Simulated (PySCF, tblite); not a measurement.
Compound: 2-methyl-1-propanol, C4H10O.
Numbering: `[CH3:1][CH:2]([CH3:3])[CH2:4][OH:5]` (hydrogens: H6, H7, H8 on C1; H9 on C2; H10, H11, H12 on C3; H13, H14 on C4; H15 on O5)

Computed with GFN2-xTB (tblite), gas phase: nudged elastic band of 9 images (0 to 8), spring 0.2 eV/Å², climbing image at the end, force threshold 0.05 eV/Å. No saddle search or frequency run followed, so the top image need not be a first-order saddle, and its height can exceed the method's true barrier by a kcal/mol or more.

Path: rotation about C2–C4 (sp3 CH carbon, carbinol carbon (C–OH)), followed by the dihedral C1–C2–C4–O5.

Image 0 (start, dihedral 62°):
```
atom  x, y, z in Å
C1      1.267   -0.737    0.165
C2      0.002    0.095    0.355
C3      0.288    1.582    0.168
C4     -1.085   -0.365   -0.625
O5     -1.473   -1.704   -0.434
H6      1.997   -0.511    0.938
H7      1.712   -0.526   -0.805
H8      1.027   -1.797    0.207
H9     -0.372   -0.064    1.376
H10     1.058    1.909    0.862
H11    -0.608    2.174    0.342
H12     0.635    1.774   -0.845
H13    -0.708   -0.316   -1.650
H14    -1.959    0.300   -0.547
H15    -1.786   -1.806    0.472
```

Image 8 (end, +0.010 eV, dihedral 171°):
```
atom  x, y, z in Å
C1      1.541   -0.507   -0.172
C2      0.145   -0.194    0.357
C3     -0.025    1.312    0.553
C4     -0.915   -0.751   -0.605
O5     -2.227   -0.682   -0.101
H6      2.297   -0.134    0.515
H7      1.695   -0.036   -1.141
H8      1.680   -1.580   -0.285
H9      0.009   -0.691    1.324
H10     0.761    1.696    1.200
H11    -0.981    1.546    1.019
H12     0.036    1.829   -0.404
H13    -0.733   -1.814   -0.779
H14    -0.846   -0.227   -1.570
H15    -2.443    0.242    0.066
```

Q: What do the inner images look like?

A: 
Image 1: +0.017 eV, dihedral 75°
```
atom  x, y, z in Å
C1      1.320   -0.716    0.124
C2      0.023    0.059    0.338
C3      0.251    1.562    0.210
C4     -1.054   -0.403   -0.655
O5     -1.607   -1.655   -0.325
H6      2.042   -0.478    0.901
H7      1.755   -0.466   -0.842
H8      1.125   -1.786    0.146
H9     -0.345   -0.151    1.351
H10     1.020    1.891    0.903
H11    -0.664    2.109    0.429
H12     0.567    1.813   -0.800
H13    -0.622   -0.526   -1.651
H14    -1.846    0.357   -0.719
H15    -1.968   -1.601    0.567
```

Image 2: +0.053 eV, dihedral 88°
```
atom  x, y, z in Å
C1      1.371   -0.691    0.082
C2      0.044    0.024    0.327
C3      0.213    1.538    0.253
C4     -1.026   -0.449   -0.673
O5     -1.740   -1.578   -0.227
H6      2.089   -0.448    0.862
H7      1.789   -0.392   -0.878
H8      1.221   -1.768    0.073
H9     -0.304   -0.236    1.335
H10     0.974    1.873    0.953
H11    -0.722    2.040    0.499
H12     0.510    1.838   -0.749
H13    -0.562   -0.752   -1.614
H14    -1.721    0.376   -0.889
H15    -2.142   -1.366    0.624
```

Image 3: +0.087 eV, dihedral 102°
```
atom  x, y, z in Å
C1      1.419   -0.663    0.040
C2      0.065   -0.014    0.320
C3      0.173    1.509    0.297
C4     -1.002   -0.498   -0.684
O5     -1.869   -1.470   -0.147
H6      2.135   -0.412    0.820
H7      1.813   -0.321   -0.914
H8      1.316   -1.745    0.005
H9     -0.258   -0.323    1.322
H10     0.927    1.852    1.001
H11    -0.779    1.964    0.567
H12     0.449    1.852   -0.697
H13    -0.531   -0.976   -1.545
H14    -1.582    0.360   -1.052
H15    -2.280   -1.108    0.646
```

Image 4 (top): +0.102 eV, dihedral 116°
```
atom  x, y, z in Å
C1      1.460   -0.634   -0.002
C2      0.085   -0.053    0.317
C3      0.130    1.474    0.342
C4     -0.980   -0.548   -0.686
O5     -1.984   -1.335   -0.088
H6      2.176   -0.372    0.775
H7      1.825   -0.251   -0.952
H8      1.405   -1.718   -0.062
H9     -0.209   -0.410    1.312
H10     0.878    1.828    1.047
H11    -0.835    1.884    0.635
H12     0.381    1.858   -0.644
H13    -0.526   -1.192   -1.443
H14    -1.432    0.310   -1.204
H15    -2.380   -0.832    0.632
```

Image 5: +0.089 eV, dihedral 130°
```
atom  x, y, z in Å
C1      1.494   -0.604   -0.043
C2      0.102   -0.091    0.319
C3      0.086    1.435    0.388
C4     -0.958   -0.599   -0.680
O5     -2.079   -1.179   -0.053
H6      2.213   -0.331    0.727
H7      1.824   -0.183   -0.990
H8      1.485   -1.688   -0.129
H9     -0.159   -0.493    1.305
H10     0.831    1.801    1.089
H11    -0.890    1.800    0.705
H12     0.306    1.855   -0.592
H13    -0.546   -1.389   -1.311
H14    -1.276    0.224   -1.337
H15    -2.438   -0.549    0.581
```

Image 6: +0.058 eV, dihedral 144°
```
atom  x, y, z in Å
C1      1.520   -0.574   -0.084
C2      0.118   -0.130    0.325
C3      0.041    1.393    0.433
C4     -0.939   -0.650   -0.665
O5     -2.150   -1.010   -0.041
H6      2.246   -0.289    0.675
H7      1.809   -0.116   -1.028
H8      1.556   -1.654   -0.199
H9     -0.107   -0.569    1.304
H10     0.787    1.771    1.128
H11    -0.940    1.713    0.780
H12     0.223    1.846   -0.540
H13    -0.590   -1.562   -1.154
H14    -1.120    0.104   -1.445
H15    -2.458   -0.267    0.488
```

Image 7: +0.026 eV, dihedral 158°
```
atom  x, y, z in Å
C1      1.538   -0.542   -0.126
C2      0.133   -0.165    0.337
C3     -0.001    1.350    0.481
C4     -0.923   -0.702   -0.640
O5     -2.197   -0.836   -0.056
H6      2.274   -0.248    0.620
H7      1.779   -0.048   -1.064
H8      1.615   -1.616   -0.273
H9     -0.051   -0.635    1.310
H10     0.750    1.741    1.162
H11    -0.982    1.626    0.868
H12     0.132    1.833   -0.486
H13    -0.656   -1.707   -0.975
H14    -0.972   -0.049   -1.525
H15    -2.442    0.005    0.345
```

The largest changes of bonds and angles from start to top: C2–C4 1.535 → 1.545 Å, C1–C2–C4 110.1 → 111.3°, C1–C2–H9 108.6 → 107.8°, C2–C4–H13 110.0 → 110.7°. GFN2-xTB torsional profiles can miss by a kcal/mol or more and can put conformers in the wrong order.

Q: What do single points at PBE0/pcSseg-1 (PySCF, no dispersion term) give on some images?

A: 
```json
{"image": "0", "GFN2-xTB E (eV)": "0.000", "DFT E (eV)": "0.000", "HOMO (eV)": "-7.66", "LUMO (eV)": "1.32", "dipole (D)": "1.69"}
{"image": "2", "GFN2-xTB E (eV)": "0.053", "DFT E (eV)": "0.104", "HOMO (eV)": "-7.60", "LUMO (eV)": "1.36", "dipole (D)": "1.70"}
{"image": "4", "GFN2-xTB E (eV)": "0.102", "DFT E (eV)": "0.200", "HOMO (eV)": "-7.56", "LUMO (eV)": "1.34", "dipole (D)": "1.68"}
{"image": "6", "GFN2-xTB E (eV)": "0.058", "DFT E (eV)": "0.125", "HOMO (eV)": "-7.59", "LUMO (eV)": "1.26", "dipole (D)": "1.71"}
{"image": "8", "GFN2-xTB E (eV)": "0.010", "DFT E (eV)": "0.016", "HOMO (eV)": "-7.63", "LUMO (eV)": "1.27", "dipole (D)": "1.71"}
```

Energies count from image 0 at each level. At the GFN2-xTB top the DFT energy is 4.6 kcal/mol against 2.3; the geometries weren't optimised at the DFT level.

The cost below is that of the whole band run. Time: 3.3 s. Hardware: an Arm Neoverse N1 with one thread, no GPU, on a shared host.
